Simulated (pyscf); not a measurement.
## Insertion: H₂N–NH₂ (SMILES NN) + SiH₂ (SMILES [SiH2]) [singlet] → H₂N–NH–SiH₃ (SMILES NN[SiH3])

Gas phase, singlet surface, charge 0. Bonds broken: N1–H3. Bonds formed: N1–Si7, H3–Si7. Structures and frequencies: ωB97X-D3(BJ)/def2-SVP in PySCF. Correlated levels are frozen-core, on RHF or UHF. ΔMP2 is the change of the MP2 total energy from the triple- to the quadruple-zeta basis.

Transition state (Å):

```xyz
9

N     -0.5113     0.5718    -0.1445
N      0.8854     0.6222    -0.3842
H     -1.5121    -0.3348     0.1905
H     -1.0196     1.0956    -0.8595
H      1.1949    -0.2901    -0.7200
H      1.3502     0.7777     0.5107
Si    -1.3922     0.5913     1.5139
H     -0.3179    -0.0672     2.3301
H     -1.4597     2.0006     2.0446
```

One imaginary mode, 1541i cm⁻¹; descent along it reached the two sides named, in the forms told below.

```
bond    change  reactant side (Å)  saddle  product side
------  ------  -----------------  ------  ------------
N1–H3   breaks              1.025   1.391         2.596
N1–Si7   forms              2.033   1.878         1.730
H3–Si7   forms              2.489   1.620         1.491
```

Electronic energies relative to the separated reactants (kcal/mol):

```csv
level,barrier,reaction energy,reverse barrier
ωB97X-D3(BJ)/def2-TZVP,1.9,-70.1,72.1
PBE/def2-TZVP,-6.7,-64.6,57.9
r²SCAN/def2-TZVP,-7.2,-70.7,63.4
B3LYP-D3(BJ)/def2-TZVP,1.0,-66.0,67.0
PBE0-D3(BJ)/def2-TZVP,-3.0,-68.3,65.2
M06-2X/def2-TZVP,3.0,-66.9,69.9
ωB97M-D3(BJ)/def2-TZVP,4.5,-64.8,69.3
HF/def2-TZVP,25.7,-63.1,88.7
MP2/def2-QZVPP,-0.8,-70.2,69.4
CCSD/def2-TZVPP,9.4,-63.0,72.4
CCSD(T)/def2-TZVPP,4.9,-63.9,68.7
CCSD(T)/def2-TZVPP + ΔMP2(QZVPP),4.1,-64.9,69.0
```

With CCSD(T)/def2-TZVPP + ΔMP2(QZVPP) energies and thermal terms (ideal gas, 1 atm, RRHO with modes under 100 cm⁻¹ raised to 100, one conformer, R ln 2 for rigid chiral ones), in kcal/mol:

```tsv
T (K)	ΔH‡	ΔG‡	ΔH	ΔG
298	3.1	13.6	-64.1	-53.8
600	3.3	24.1	-63.5	-43.6
900	4.0	34.4	-62.4	-34.0
1200	4.8	44.4	-61.2	-24.7
```

On the reactant side the descent ends in an adduct with a N–Si contact, 35.8 kcal/mol under the separated species and 37.8 kcal/mol under the saddle at ωB97X-D3(BJ)/def2-TZVP. At PBE, r²SCAN, PBE0-D3(BJ), MP2 the saddle lies under the separated reactants, which points to a path from their complex (located at ωB97X-D3(BJ) alone). What is counted as formed (N–Si) is already present as a longer contact in the reactant adduct; forming that adduct is a step of its own. H₂N–NH–SiH₃ lies 57.4 kcal/mol over its isomer H₂N–SiH₂–NH₂, and others may lie lower still (electronic energy, ωB97M-D3(BJ)). This is the saddle that the search found; another between the same sides may lie lower. The CCSD(T) − MP2 part came from Ansatz, without density fitting, on the same reference.
